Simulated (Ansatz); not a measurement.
```yaml
crystal:
  periodic: [false, false, false]
  atoms:
    - {symbol: Ga, position_ang: [-1.951078, -0.047747, -0.000850]}
    - {symbol: B, position_ang: [0.001432, 0.522262, 0.002745]}
    - {symbol: Ga, position_ang: [1.950786, -0.058456, 0.000292]}
    - {symbol: H, position_ang: [0.004786, 1.744756, 0.009170]}
basis:
  gaussian: {orbitals: def2-TZVP}
hamiltonian: {xc: pbe0}
relax: {f_tol: 0.004, max_steps: 80}
```

```sh
$ ansatz run in.yaml --threads 1 --pin off --events-out ev --progress --plain --max-ram 2176MiB
```

Steps of the relaxation (energy above the last step; positions in Å, forces in eV/Å):

```
4
step 1, 823.9 meV
Ga   -1.951   -0.048   -0.001   -0.140   -0.212   -0.001
B     0.001    0.522    0.003    0.001    0.445    0.002
Ga    1.951   -0.058    0.000    0.139   -0.213   -0.001
H     0.005    1.745    0.009    0.000   -0.019    0.000
```

```
4
step 2, 789.0 meV
Ga   -1.934   -0.095   -0.001   -0.084   -0.190   -0.001
B     0.002    0.570    0.003    0.001    0.457    0.002
Ga    1.934   -0.106    0.000    0.083   -0.190   -0.001
H     0.005    1.792    0.009    0.000   -0.077    0.000
```

```
4
step 3, 707.8 meV
Ga   -1.848   -0.270   -0.002    0.250    0.039    0.000
B     0.002    0.758    0.004   -0.001   -0.371   -0.002
Ga    1.846   -0.280   -0.001   -0.250    0.040    0.000
H     0.005    1.953    0.010    0.001    0.292    0.002
```

```
4
step 6, 146.7 meV
Ga   -1.334   -0.525   -0.003    0.452   -0.284   -0.001
B     0.003    1.015    0.005    0.001    0.362    0.002
Ga    1.331   -0.532   -0.002   -0.453   -0.281   -0.002
H     0.006    2.203    0.012    0.001    0.203    0.001
```

```
4
step 8, 1.1 meV
Ga   -1.205   -0.602   -0.004    0.080   -0.028    0.000
B     0.003    1.088    0.006    0.000    0.079    0.000
Ga    1.202   -0.609   -0.003   -0.080   -0.028    0.000
H     0.006    2.283    0.012    0.000   -0.024    0.000
```

```
4
step 11, 0.0 meV
Ga   -1.196   -0.607   -0.004    0.000    0.000    0.000
B     0.003    1.094    0.006    0.000   -0.001    0.000
Ga    1.192   -0.614   -0.003    0.000    0.000    0.000
H     0.006    2.288    0.012    0.000    0.001    0.000
```

Close pairs at the end: B2–H4 1.194 Å, Ga1–B2 2.081 Å, B2–Ga3 2.081 Å, Ga1–Ga3 2.388 Å.

A stationary point of restricted PBE0 after 11 steps (its stability towards spin polarisation wasn't tested); no frequencies were run, so it isn't proven a minimum. 86 s on 1 thread of Arm Neoverse V2, shared host.
